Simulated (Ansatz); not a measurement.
Rock-salt RbBr was calculated with HSE06-D3(BJ) (Ansatz, an electronic-structure program, plane waves, PAW).

Numerical settings: plane-wave cutoff 460 eV, 6×6×6 k mesh, Fermi–Dirac smearing 0.01 eV, scalar-relativistic PAW data made under PBE.

The cell is scaled about its equilibrium volume:

```
V (Å³/atom)  P (GPa)  direct gap at Γ (eV)
-----------  -------  --------------------
37.013          1.01                 5.768
37.987          0.50                 5.690
38.961          0.07                 5.616
40.283         -0.43                 5.521
40.909         -0.63                 5.479
```

A straight line through the gaps at Γ against ln V gives a volume deformation potential dE_g(Γ)/d ln V of -2.9 eV: the gap at Γ widens under compression.

Measured, for comparison: band gap 7.2 eV (temperature not stated, no zero-point or thermal correction; as tabulated in Aguado et al. (1998), arXiv:cond-mat/9809176).

Spin–orbit coupling is not included.
